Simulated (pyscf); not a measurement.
A first-order saddle from PySCF, ωB97X-D3(BJ)/def2-SVP:

```xyz
9

O     -0.5219    -1.7351    -0.0268
Al    -0.9863    -0.1675     0.4120
H     -0.5806    -2.5494     0.4745
H     -2.1242     0.6873    -1.4148
H     -1.6268     0.3017     1.7641
N     -0.6600     1.0329    -0.9145
H      0.7589     1.2113    -0.2309
H     -0.2460     0.7623    -1.8040
H     -0.8608     2.0285    -0.8657
```
Charge 0, spin multiplicity 1.

Surface: singlet, charge 0. Lowest wavenumbers (cm⁻¹): 1428i, 199, 274, 313, 367.

### Question
Which two sides does it connect, and which bonds change?

### Answer
HO–AlH₂ (SMILES [OH][AlH2]) + NH₃ (SMILES N) ⇌ HO–AlH₂ (SMILES [OH][AlH2]) + NH₃ (SMILES N), a four-centre exchange read from left to right: Al–H, H–N broken and Al–H, H–N formed. At CCSD(T)/def2-TZVPP + ΔMP2(QZVPP) it lies +321.1 kJ/mol from the left side and +321.1 kJ/mol from the right (each side as separated species at their lowest minima found). On the reactant side the descent ends in an adduct with a Al–N contact (not fully relaxed), 124.7 kJ/mol under the separated species and 471.3 kJ/mol under the saddle at ωB97X-D3(BJ)/def2-TZVP. On the product side the descent ends in an adduct with a Al–N contact (not fully relaxed), 123.9 kJ/mol under the separated species and 470.5 kJ/mol under the saddle at ωB97X-D3(BJ)/def2-TZVP. At ωB97X-D3(BJ) the barrier from the zero used here is 346.6 kJ/mol. The same reactants have a lower exit, to H₂N–AlH–OH + H₂ (barrier +14.3 kJ/mol at ωB97M-D3(BJ), against +335.8 kJ/mol here). One saddle was located; it need not be the lowest between these sides. A restricted solution here is unstable towards spin polarisation, so biradical character is likely and single-reference numbers are less safe. The CCSD(T) − MP2 part came from Ansatz, without density fitting, on the same reference.
